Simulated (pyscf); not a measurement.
This saddle point was located with ωB97X-D3(BJ)/def2-SVP in PySCF.

```xyz
9

F      0.2253     0.5663     1.2882
Ge    -1.3171    -0.3435     0.0635
F     -2.3086    -0.8783    -1.3048
H     -2.2877     0.5815     0.7792
H     -0.7939    -1.6749     0.5764
N     -0.0001     0.6255    -0.9826
H      0.4573     0.8260     0.1329
H      0.5363     0.0440    -1.6266
H     -0.3761     1.4209    -1.4989
```
Charge 0, spin multiplicity 1.

Surface: singlet, charge 0. Lowest wavenumbers (cm⁻¹): 695i, 149, 214, 331, 431.

Question: Which two sides does it connect, and which bonds change?

Answer: `[F][GeH2][F]` + `[NH3]` ⇌ `[FH]` + `[NH2][GeH2][F]`, a four-centre exchange read from left to right: F–Ge, H–N broken and F–H, Ge–N formed. At ωB97M-D3(BJ)/def2-TZVP it lies +10.1 kcal/mol from the left side and -2.3 kcal/mol from the right (each side as separated species at their lowest minima found). On the reactant side the descent ends in an adduct with a Ge–N contact, 4.5 kcal/mol under the separated species and 13.5 kcal/mol under the saddle at ωB97X-D3(BJ)/def2-TZVP. On the product side the descent ends in a bound adduct, 10.8 kcal/mol under the separated species and 8.1 kcal/mol under the saddle at ωB97X-D3(BJ)/def2-TZVP. At ωB97M-D3(BJ) the saddle lies under the separated products, which points to a path from their complex (located at ωB97X-D3(BJ) alone), and parting the products costs more than the saddle. What is counted as formed (Ge–N) is already present as a longer contact in the reactant adduct; forming that adduct is a step of its own. This is the saddle that the search found; another between the same sides may lie lower. Elements up to Kr have no core potential and no relativistic terms here.
